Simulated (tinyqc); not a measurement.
Ways to converge the cycle: SCF convergence aids in the sto-3g basis, for CH3+, spin multiplicity 1. Computed by the program tinyqc with PySCF. 

Geometry (angstrom):
```
atom        x        y       z
C      0.0000   0.0000  0.0900
H      1.0890   0.0000  0.0000
H     -0.5440   0.9430  0.0000
H     -0.5440  -0.9430  0.0000
```

lowest restricted solution found by these runs and by PySCF = -38.774687 hartree

RHF with one setting changed at a time; a run stops when the energy changes by less than 1e-09 hartree and the error matrix is below 1e-5. The start is the Wolfsberg-Helmholz matrix. Damping d keeps d of the old density; a shift (hartree) raises the virtual levels; DIIS n extrapolates F over n matrices.

Largest element of the error matrix X^T (FDS - SDF) X:
```
iteration    plain  damping 0.3  damping 0.6  shift 0.4   DIIS 3   DIIS 8
1          3.4e-01      3.4e-01      3.4e-01    3.4e-01  3.4e-01  3.4e-01
2          3.5e-02      1.2e-01      2.1e-01    5.0e-02  3.5e-02  3.5e-02
3          9.5e-03      4.0e-02      1.3e-01    2.3e-02  6.7e-03  6.7e-03
4          2.6e-03      1.4e-02      8.3e-02    1.0e-02  1.6e-04  1.6e-04
5          6.8e-04      7.0e-03      5.2e-02    4.4e-03  3.7e-05  3.2e-05
6          1.8e-04      3.5e-03      3.3e-02    1.9e-03  1.9e-06  2.9e-07
8          1.3e-05      8.5e-04      1.3e-02    3.5e-04        -        -
10               -      2.0e-04      5.3e-03    6.4e-05        -        -
14               -      1.2e-05      1.4e-03          -        -        -
20               -            -      1.8e-04          -        -        -
30               -            -      5.7e-06          -        -        -
```

How each run ends:
```
run          iterations  E (hartree)         state
plain                 9   -38.774687  lowest found
damping 0.3          18   -38.774687  lowest found
damping 0.6          36   -38.774687  lowest found
shift 0.4            13   -38.774687  lowest found
DIIS 3                7   -38.774687  lowest found
DIIS 8                7   -38.774687  lowest found
```

6 of 6 runs reach the lowest restricted solution found, in 7 to 36 iterations (fastest: DIIS 3, DIIS 8). Plain steps already contract here, so damping only slows them. DIIS 3 and DIIS 8 gain by cancelling the error over several earlier matrices, much as a quasi-Newton step does.
